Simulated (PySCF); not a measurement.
The calculation used PySCF, delta-SCF UKS SCAN, pcX-2 on the ionised atom, pcseg-1 elsewhere, spin-free X2C. Geometries: GFN2-xTB; isolated species, one conformer each. Values against the vacuum level.

**Question.** Rank by computed C 1s binding energy, lowest first.
A. C6 in `[CH3:1][N:2]([CH3:3])[C:4]1=[CH:5][CH2:6]1`
B. C1 in `[CH:1]1=[N:2][CH2:3][CH2:4][CH2:5][CH2:6]1`
C. C6 in `[CH2:1]=[CH:2][CH2:3]/[N:4]=[CH:5]\[CH3:6]`
D. C2 in `[NH:1]=[C:2]1[CH2:3][CH2:4][CH2:5][CH2:6]1`
E. C1 in `[CH:1]#[C:2][CH2:3][C@H:4]([CH3:5])[NH2:6]`

**Answer.** E (290.00 eV), A (290.36 eV), C (290.96 eV), B (291.28 eV), D (291.66 eV).

The highest is bonded to N (double bond) and 2 C, the lowest to C (triple bond) and H; the range is 1.66 eV.

**Question.** Order these sites by rising N 1s binding energy.
A. Nitrogen in `C=NC1CCC1`
B. Nitrogen in `N=C1CCCC1`
C. Nitrogen in `C=CC/N=C\C`
D. Nitrogen in `N(C1=CC1)(C)C`

**Answer.** B (403.94 eV), C (404.30 eV), A (404.73 eV), D (405.46 eV).

The highest is bonded to 3 C, the lowest to C (double bond) and H; the range is 1.52 eV.

1 of these hole states is spin-contaminated (⟨S²⟩ 0.88, against 0.75; counted from 0.85) and less certain.
